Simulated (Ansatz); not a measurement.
# CH3AlN radical (SMILES [CH]=[N][AlH2]): one structure at several levels

The task here is to estimate one member of a computed series from the others.

Program: Ansatz 0.2.0, Gaussian basis. Level of theory: single points in def2-TZVPP. These are calculated values, not measurements.

Correlated methods freeze the cores. Orbitals are unrestricted.

## Where the work starts

6 atoms, charge 0, spin multiplicity 2.

Atoms are counted from 1 here; the program's logs count them from 0.

Bond lengths: C1–N2 1.202 Å, C1–H4 1.129 Å, N2–Al3 1.876 Å, Al3–H5 1.518 Å, Al3–H6 1.580 Å. Angles: N2–C1–H4 127.8°, C1–N2–Al3 178.4°, N2–Al3–H5 123.5°, N2–Al3–H6 118.1°, H5–Al3–H6 118.4°.

Geometry (Å):

```
atom     x (Å)     y (Å)     z (Å)
  C1   0.62930  -1.74380   0.32640
  N2   0.25800  -0.60680   0.20280
 Al3  -0.30270   1.16700  -0.04060
  H4   0.35540  -2.63340  -0.31180
  H5  -1.18790   1.61490  -1.18910
  H6   0.15400   2.24370   1.02110
```

Set-up of the first run:

run/in.yaml reads:

```yaml
crystal:
  periodic: [false, false, false]
  atoms:
    - {symbol: C, position_ang: [0.629300, -1.743800, 0.326400]}
    - {symbol: N, position_ang: [0.258000, -0.606800, 0.202800]}
    - {symbol: Al, position_ang: [-0.302700, 1.167000, -0.040600]}
    - {symbol: H, position_ang: [0.355400, -2.633400, -0.311800]}
    - {symbol: H, position_ang: [-1.187900, 1.614900, -1.189100]}
    - {symbol: H, position_ang: [0.154000, 2.243700, 1.021100]}
basis:
  gaussian: {orbitals: def2-TZVPP}
magnetization: {spin_polarized: true, initial_magnetization: 1}
correlation: {method: ccsd_t}
scf: {omitted_lower_state_checks: [cluster_reference]}
output: {forces: true}
```

No record of the launch command was kept for these runs.

Among the steps run: CCSD(T)/def2-TZVPP; PBE0-D4/def2-TZVPP; wB97M-V/def2-TZVPP; r2SCAN-D4/def2-TZVPP; PBE-D4/def2-TZVPP; r2SCANh-D4/def2-TZVPP; SPW92/def2-TZVPP.

One of the session's tables, all rows but one given; the rest of the session is left out.

```
    method  RMS force component (eV/Å)  angle to CCSD(T) forces (°)  dipole (D)
   CCSD(T)                       1.128                    reference        1.57
   PBE0-D4                       0.893                         14.0        1.51
   wB97M-V                       0.846                         11.3        1.58
 r2SCAN-D4                       0.951                         10.0        1.46
    PBE-D4                           ?                            ?           ?
r2SCANh-D4                       0.905                         13.1        1.47
     SPW92                       0.893                         18.4        1.38
```

Q: Estimate the row for PBE-D4 from the others.

The run gave: RMS force component (eV/Å): 1.035; angle to CCSD(T) forces (°): 7.3; dipole (D): 1.45. In the column «RMS force component (eV/Å)» it lies between r2SCAN-D4 (0.951) and CCSD(T) (1.128).
